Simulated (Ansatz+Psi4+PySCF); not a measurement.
Two shapes of doublet C3H7.

Shape 1:

```xyz
10

C     0.0167    0.5412   -0.0093
C     0.0201   -0.1979    1.2837
C     0.0229   -0.2035   -1.2947
H    -0.3314    1.5783   -0.0043
H     0.2299    0.4612    2.1336
H     0.2227    0.4545   -2.1472
H    -0.9496   -0.6929    1.4840
H     0.7769   -0.9967    1.2844
H     0.7740   -0.9880   -1.2857
H    -0.9457   -0.6877   -1.4839
```

Shape 2:

```xyz
10

C     0.0142    0.5438    0.0000
C     0.0142   -0.1997    1.2916
C     0.0142   -0.1997   -1.2916
H    -0.3229    1.5753    0.0000
H     0.2214    0.4592    2.1385
H     0.2214    0.4592   -2.1385
H    -0.9552   -0.6846    1.4846
H     0.7672   -0.9953    1.2862
H     0.7672   -0.9953   -1.2862
H    -0.9552   -0.6846   -1.4846
```

Basis set: cc-pVTZ (spherical functions). Left uncorrelated: 3 orbitals. Correlation on ROHF uses semicanonical orbitals with singles. Charge 0, multiplicity 2.

Computed with Ansatz (development build ahead of 0.2.0) and Psi4 1.11; each method stands on the lowest determinant of its kind that the runs found.

Task: Which shape is lower in energy, and by how much in each method?

Result:

| method | E(2) − E(1) (eV) |
| --- | --- |
| ROHF | -0.011 |
| UHF | -0.011 |
| ROHF-MP2 | -0.007 |
| UHF-MP2 | -0.007 |

Shape 2 is lower.
